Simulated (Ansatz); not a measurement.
# Si2PH7: a ladder of functionals and wavefunction methods

An exercise on one series of results from a longer session: the logs are not shown, and one member is left open.

Computed with Ansatz 0.2.0, Gaussian basis. Level: functionals in def2-TZVPP, the program's frozen cores in correlated methods.

Plan: LDA (SPW92), PBE-D4, revPBE-D4, BLYP-D4, r2SCAN-D4, B97M-V, PBE0-D4, B3LYP-D4, r2SCANh-D4, r2SCAN0-D4, HSE06-D4, BHLYP-D4, CAM-B3LYP-D4, LC-ωPBE, ωB97X-V, ωB97M-V, B2PLYP, PBE-QIDH; CCSD(T)/def2-SVP; CCSD(T)/def2-TZVPP; MP2/def2-QZVPP; extrapolation to the limit; RPA on PBE.

## The relaxed structure

All runs share one geometry, relaxed beforehand with PBE0-D4 in a triple-zeta def2 set.

SMILES `[SiH3]P[SiH3]`, 10 atoms, charge 0, spin multiplicity 1.

Atoms are counted from 1 here; the program's logs count them from 0.

Bond lengths: Si1–P2 2.250 Å, Si1–H4 1.486 Å, Si1–H5 1.487 Å, Si1–H6 1.486 Å, P2–Si3 2.250 Å, P2–H7 1.422 Å, Si3–H8 1.486 Å, Si3–H9 1.486 Å, Si3–H10 1.487 Å. Angles: P2–Si1–H4 108.7°, P2–Si1–H5 113.6°, P2–Si1–H6 107.4°, H4–Si1–H5 109.0°, H4–Si1–H6 109.1°, H5–Si1–H6 108.9°, Si1–P2–Si3 95.8°, Si1–P2–H7 94.6°, Si3–P2–H7 94.6°, P2–Si3–H8 108.7°, P2–Si3–H9 107.4°, P2–Si3–H10 113.6°, H8–Si3–H9 109.1°, H8–Si3–H10 109.0°, H9–Si3–H10 108.9°.

The first run:

Input file in.yaml:

```yaml
crystal:
  periodic: [false, false, false]
  atoms:
    - {symbol: Si, position_ang: [-1.293646, 0.738956, -0.772210]}
    - {symbol: P, position_ang: [-0.480899, -1.286939, -0.226869]}
    - {symbol: Si, position_ang: [1.218581, -0.517749, 1.031032]}
    - {symbol: H, position_ang: [-2.304616, 0.573952, -1.848769]}
    - {symbol: H, position_ang: [-0.250310, 1.695041, -1.230141]}
    - {symbol: H, position_ang: [-1.955980, 1.292649, 0.437515]}
    - {symbol: H, position_ang: [0.301302, -1.417242, -1.407677]}
    - {symbol: H, position_ang: [2.134177, -1.647004, 1.338797]}
    - {symbol: H, position_ang: [0.636593, -0.003125, 2.297989]}
    - {symbol: H, position_ang: [1.994807, 0.571461, 0.380323]}
basis:
  gaussian: {orbitals: def2-TZVPP}
hamiltonian: {xc: lda}
output: {orbitals: {seedname: orbitals}}
```

Among the steps run: LDA; PBE-D4 (GGA); revPBE-D4 (GGA); BLYP-D4 (GGA); r2SCAN-D4 (meta-GGA); B97M-V (meta-GGA); PBE0-D4 (hybrid); B3LYP-D4 (hybrid); r2SCANh-D4 (hybrid); r2SCAN0-D4 (hybrid); HSE06-D4 (hybrid); BHLYP-D4 (hybrid); CAM-B3LYP-D4 (range-separated); LC-ωPBE-D4 (range-separated; the results give it without D4); ωB97X-V (range-separated); ωB97M-V (range-separated); B2PLYP (double hybrid); PBE-QIDH (double hybrid).

One table of the session follows, with a row left open; its other results are not shown here.

It belongs to the step «Frontier levels by functional». 

| functional | HOMO (eV) | gap (eV) |
| --- | --- | --- |
| LDA (SPW92) | ? | ? |
| PBE-D4 | -6.45 | 5.61 |
| revPBE-D4 | -6.41 | 5.66 |
| BLYP-D4 | -6.28 | 5.60 |
| r2SCAN-D4 | -6.68 | 6.15 |
| B97M-V | -6.86 | 6.15 |
| PBE0-D4 | -7.51 | 7.51 |
| B3LYP-D4 | -7.29 | 7.10 |
| r2SCANh-D4 | -7.07 | 6.84 |
| r2SCAN0-D4 | -7.67 | 7.86 |
| HSE06-D4 | -7.12 | 6.74 |
| BHLYP-D4 | -8.44 | 9.28 |
| CAM-B3LYP-D4 | -8.74 | 9.70 |
| LC-ωPBE | -10.06 | 12.15 |
| ωB97X-V | -9.74 | 11.69 |
| ωB97M-V | -9.57 | 11.19 |

**Question.** Estimate the row for LDA (SPW92).

The run gave: HOMO (eV): -6.52; gap (eV): 5.45. In the column «HOMO (eV)» it lies between r2SCAN-D4 (-6.68) and PBE-D4 (-6.45).
